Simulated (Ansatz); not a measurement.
The cluster Li3⁺, relaxed as a triplet with UKS r2SCAN/def2-TZVP in Ansatz, starting from the r2SCAN/def2-TZVP geometry of the charge +1 singlet. Force threshold 0.02 eV/Å.

At r2SCAN/def2-TZVP a singlet of charge 1 lies 0.68 eV below the triplet, each at its own geometry. The structure comes from a short search, and lower isomers may exist.

Start:

Cartesian coordinates in Å:
```
Li 1.3916 -0.4707 -0.9717
Li 0.1814 1.2036 1.2730
Li -1.5730 -0.7329 -0.3013
```

```
step  energy (eV)  largest force component (eV/Å)  SCF passes
   1    -606.2833                           0.630         111
   2    -606.4914                           0.425          32
   3    -606.6399                           0.306          28
   4    -606.7555                           0.240          25
   5    -606.8437                           0.178          24
   6    -606.9151                           0.137          24
   7    -606.9708                           0.102          22
   8    -607.0143                           0.067          24
   9    -607.0473                           0.055          23
  10    -607.0686                           0.049          24
  11    -607.0828                           0.036          24
  12    -607.0912                           0.020          24
  13    -607.0937                           0.021          23
  14    -607.0942                           0.014          22
  15    -607.0945                           0.000          22
```

Force components are those of the run's own axes.

End:

Cartesian coordinates in Å:
```
Li 3.131 0.277 -0.708
Li 0.000 0.000 0.000
Li -3.131 -0.277 0.708
```

By distances, no bond broke or formed. The bond that changes most is Li2–Li3, from 3.05 to 3.22 Å (atoms count from 1).

The force fell under the threshold at step 12, but the optimiser went on and released 0.003 eV more. No frequencies were taken in this run, so the end may be a saddle point.

Hardware: 4 threads of Arm Neoverse V2 on a shared host. Wall time 7.5 s.
